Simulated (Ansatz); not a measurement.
Relaxed structures of CH$_{4}$BO, doublet (PBE0-D4/def2-TZVP; forces vanish, vibrations not checked; lower isomers may exist, and structures with a doubtful reference or unclear bonds are left out; Å). Program: Ansatz 0.2.0. Basis: def2-TZVPP. Cores are frozen in the correlated methods; orbitals are unrestricted.

(1) Rank them by CCSD(T) energy, lowest first, and give each one's height above the lowest. Links in brackets join atoms within 1.22 times the sum of their covalent radii (1.1 for two metals). (To be estimated.)
A.
CH₄BO ([CH2][BH][OH])
```
7
angstrom
B 0.3312 0.1399 0.3109
C -0.8371 0.3164 -0.6595
O 0.8246 -1.1167 0.4985
H -1.2885 1.2812 -0.8663
H -1.2771 -0.5212 -1.1945
H 0.8190 1.0666 0.9040
H 1.5546 -1.1418 1.1205
```
B.
a complex of CH₂B ([BH][CH]) + H₂O
```
7
angstrom
B -0.5124 0.9351 -0.5869
C 0.1543 1.1514 0.5696
O 1.2594 -1.9402 0.3141
H -1.0859 0.7205 -1.5861
H 0.6120 -2.4867 0.7643
H 0.6718 1.3745 1.4795
H 0.8773 -1.0525 0.3128
```
C.
CH₄BO ([BH2][CH][OH])
```
7
angstrom
B -0.8500 0.3117 -0.6715
C 0.2991 0.1161 0.2787
O 0.8217 -1.0964 0.4998
H -1.2739 1.4188 -0.8276
H -1.3173 -0.6249 -1.2487
H 0.7736 0.9236 0.8379
H 1.5467 -1.0489 1.1314
```

The T1 diagnostic stays at or below 0.020. ⟨S²⟩ of the unrestricted Hartree–Fock references: 0.76 to 0.77 (a pure state has 0.75).

Results:

(1) By the calculation: A (0.000 eV), C (1.707 eV), B (3.454 eV). Heights count from the lowest.

For scale, one of the runs: CCSD(T)/def2-TZVPP, 149 basis functions, launched by `ansatz run in.yaml --threads 2 --pin off --events-out ev --progress --plain --max-ram 4352MiB`. Hardware: 2 CPU threads of an Intel Xeon Platinum 8175M, shared host. Wall time 54 s; peak host memory 2.4 GiB.
